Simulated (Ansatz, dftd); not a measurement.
Reaction: CH5BO2 (SMILES CB(O)O) → CH4BO (SMILES C[B]O, doublet) + HO (SMILES [OH], doublet) (the B-O bond breaks)
Each species at its own B3LYP-D3(BJ)/def2-TZVP minimum (Ansatz, an electronic-structure program), one conformer.

Quantity: bond dissociation energy (electronic), in kcal/mol. Open shells are spin-unrestricted; no spin-orbit coupling. Correlated methods leave the cores frozen. Rows without X2C or -DK are non-relativistic. CBS(X,Y): correlation extrapolated as X^-3, Hartree-Fock from the larger set. A bracket is a step between two methods taken in the basis named. Functionals run without relativity, which enters their misses. Double hybrids freeze cores in their MP2 part. 'core' is core correlation in cc-pwCVTZ, 'X2C' scalar relativity in cc-pVTZ-DK, both at CCSD(T).

Compared with CCSD(T)/CBS(cc-pVTZ,cc-pVQZ) + [CCSDT(Q) - CCSD(T)]/cc-pVDZ + core + X2C (Ansatz).

Problem. Rank these levels by how close they come to it, closest first: r2SCANh-D4/def2-TZVPD (Ansatz + dftd4); B2GP-PLYP-D4/def2-TZVPD (Ansatz + dftd4); B2PLYP-D4/def2-TZVPD (Ansatz + dftd4); CCSD/CBS(cc-pVTZ,cc-pVQZ) (Ansatz); CAM-B3LYP-D4/def2-TZVPD (Ansatz + dftd4).

Solution. CCSD/CBS(cc-pVTZ,cc-pVQZ) (150.5 kcal/mol, difference -3.0), B2GP-PLYP-D4/def2-TZVPD (150.2 kcal/mol, difference -3.3), CAM-B3LYP-D4/def2-TZVPD (149.6 kcal/mol, difference -3.9), B2PLYP-D4/def2-TZVPD (149.4 kcal/mol, difference -4.1), r2SCANh-D4/def2-TZVPD (144.9 kcal/mol, difference -8.6)
